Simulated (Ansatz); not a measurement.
in.yaml

```yaml
crystal:
  periodic: [false, false, false]
  atoms:
    - {symbol: B, position_ang: [0.000000, 0.079752, 0.863775]}
    - {symbol: N, position_ang: [0.000000, -0.117617, -0.587927]}
    - {symbol: H, position_ang: [0.000000, 0.779045, -1.094669]}
basis:
  gaussian: {orbitals: cc-pVDZ}
total_charge: 1
magnetization: {spin_polarized: false, initial_magnetization: 4}
correlation: {active_space: {window: {electrons: 4, orbitals: 6}}}
output: {forces: true}
```

```sh
$ ansatz run in.yaml --threads 1 --pin off --events-out ev --progress --plain --max-ram 2393MiB
```

**Question.** Roughly how long does this take on 1 thread of AMD EPYC 7B13, shared host, and how much host memory?

**Answer.** 0.83 s wall and 0.18 GiB.

```
313 factors; integrals over basis functions are off by at most 1.1e-3 eV
mean field evaluation 1: about -2152.6448 eV, gradient 1.3e1 eV
mean field evaluation 2: about -2152.6468 eV, gradient 1.3e1 eV
mean field evaluation 4: about -2154.0844 eV, gradient 1.2e0 eV
mean field evaluation 8: about -2154.0952 eV, gradient 4.8e-4 eV
mean field evaluation 16: about -2153.6964 eV, gradient 1.5e-5 eV
mean field evaluation 32: about -2153.6963 eV, gradient 2.9e-2 eV
mean field -2154.09517449 eV, -79.1615375643 hartree, gradient 7.4e-7 eV, S^2 6.000000; 6 other end points of the search recorded, 0 dependent functions left out
reference -2154.09517449 eV, -79.1615375643 hartree; 8, 4 occupied and 25, 29 virtual orbitals, 313 factors
state -2154.20745460 eV, -79.1656637823 hartree
the calculation of the forces begins
Total energy: -2154.20745460 eV, -79.1656637823 hartree
Atom 0 at     0.000000     0.079752     0.863775 Å, force    -0.000000    -0.995418     3.628057 eV/Å
Atom 1 at     0.000000    -0.117617    -0.587927 Å, force     0.000000     1.871054    -1.712737 eV/Å
Atom 2 at     0.000000     0.779045    -1.094669 Å, force    -0.000000    -0.875636    -1.915320 eV/Å
Dipole moment:    -0.000000     0.192594    -0.272325 e Å
```

Natural occupations: 1.0000 1.0000 0.9981 0.9981 0.0019 0.0019.

Forces (eV/Å):
```
B    0.000 -0.995  3.628
N    0.000  1.871 -1.713
H    0.000 -0.876 -1.915
```
